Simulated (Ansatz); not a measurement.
Process, species as SMILES: ClCl (Cl2) + [H][H] (H2) → 2 Cl (HCl)
B3LYP-D3(BJ)/def2-TZVP geometries, fixed; electronic energies without zero-point terms.

Basis-set convergence of the energy of full hydrogenation at PBE0 with Ansatz (a program for electronic structure). Cartesian d functions, on some or all atoms, in 6-31G*, 6-31G**, 6-31+G*, 6-311G**; all else is spherical. The program fits the integrals of some runs and decomposes those of others, by size. No added dispersion term, no relativity. Functions are those of the species that has most. Reference: the value in aug-cc-pV(5+d)Z, -45.94 kcal/mol, itself unsure by roughly 0.08 kcal/mol (its mean distance from pcseg-4, aug-pcseg-3, aug-cc-pV(Q+d)Z). Deviations are taken from unrounded values.

| basis | functions | energy of full hydrogenation (kcal/mol) | minus reference (kcal/mol) |
|---|---|---|---|
| 3-21G | 26 | -48.68 | -2.73 |
| pcseg-1 | 36 | -49.40 | -3.45 |
| 6-31G* | 38 | -44.19 | 1.75 |
| 6-31G** | 38 | -49.02 | -3.07 |
| 6-31+G* | 46 | -44.86 | 1.08 |
| 6-311G** | 54 | -53.01 | -7.06 |
| aug-pcseg-1 | 54 | -49.57 | -3.63 |
| def2-TZVP | 74 | -44.88 | 1.07 |
| jun-cc-pV(T+d)Z | 96 | -46.50 | -0.56 |
| def2-TZVPPD | 102 | -46.52 | -0.58 |
| aug-cc-pV(Q+d)Z | 178 | -46.07 | -0.13 |
| pcseg-4 | 210 | -45.84 | 0.10 |
| aug-cc-pV(5+d)Z | 272 | -45.94 | 0.00 |
